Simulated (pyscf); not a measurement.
## Concerted two-bond exchange: AsH₃ + germylene (GeH₂) [singlet] → H₂Ge=AsH + hydrogen (H₂)

Gas phase, singlet surface, charge 0. Bonds broken: As1–H2, As1–H3. Bonds formed: As1–Ge5, H2–H3. Structures and frequencies: ωB97X-D3(BJ)/def2-SVP in PySCF.

Transition state (Å):

```xyz
7

As    -0.5668     0.9330    -0.5472
H      0.7172    -0.1749    -0.4630
H      1.0332     0.4980    -1.0026
H      0.0617     1.5364     0.6962
Ge    -1.7927    -1.0008     0.5333
H     -0.4811    -1.6363     1.1565
H     -1.6909    -1.7797    -0.8433
```

One imaginary mode, 574i cm⁻¹; descent along it reached the two sides named, in the forms told below.

```json
[
 {"bond": "As1–H2", "change": "breaks", "reactant side (Å)": "1.555", "saddle": "1.698", "product side": "3.4"},
 {"bond": "As1–H3", "change": "breaks", "reactant side (Å)": "1.521", "saddle": "1.719", "product side": "4.1"},
 {"bond": "As1–Ge5", "change": "forms", "reactant side (Å)": "2.9", "saddle": "2.532", "product side": "2.202"},
 {"bond": "H2–H3", "change": "forms", "reactant side (Å)": "2.124", "saddle": "0.919", "product side": "0.761"}
]
```

Electronic energies relative to the separated reactants (kJ/mol):

```json
[
 {"level": "ωB97X-D3(BJ)/def2-TZVP", "barrier": "78.0", "reaction energy": "-88.7", "reverse barrier": "166.8"},
 {"level": "PBE/def2-TZVP", "barrier": "59.6", "reaction energy": "-88.2", "reverse barrier": "147.8"},
 {"level": "r²SCAN/def2-TZVP", "barrier": "64.7", "reaction energy": "-96.3", "reverse barrier": "161.0"},
 {"level": "B3LYP-D3(BJ)/def2-TZVP", "barrier": "84.6", "reaction energy": "-74.6", "reverse barrier": "159.2"},
 {"level": "PBE0-D3(BJ)/def2-TZVP", "barrier": "67.6", "reaction energy": "-85.0", "reverse barrier": "152.6"},
 {"level": "M06-2X/def2-TZVP", "barrier": "87.3", "reaction energy": "-82.1", "reverse barrier": "169.5"},
 {"level": "ωB97M-D3(BJ)/def2-TZVP", "barrier": "96.1", "reaction energy": "-57.6", "reverse barrier": "153.6"},
 {"level": "HF/def2-TZVP", "barrier": "167.9", "reaction energy": "-32.9", "reverse barrier": "200.8"}
]
```

With ωB97M-D3(BJ)/def2-TZVP energies and thermal terms (ideal gas, 1 atm, RRHO with modes under 100 cm⁻¹ raised to 100, one conformer, R ln 2 for chiral ones without a mode under 150 cm⁻¹), in kJ/mol:

```
T (K)    ΔH‡    ΔG‡     ΔH     ΔG
-----  -----  -----  -----  -----
298     96.2  135.2  -57.6  -49.6
600     98.3  174.1  -52.6  -43.5
900    101.2  211.4  -49.3  -39.7
1200   104.0  247.7  -47.4  -36.8
```

On the reactant side the descent ends in an adduct with a As–Ge contact, 36.3 kJ/mol under the separated species and 114.4 kJ/mol under the saddle at ωB97X-D3(BJ)/def2-TZVP. What is counted as formed (As–Ge) is already present as a longer contact in the reactant adduct; forming that adduct is a step of its own. One saddle was located; it need not be the lowest between these sides. Elements up to Kr have no core potential and no relativistic terms here.
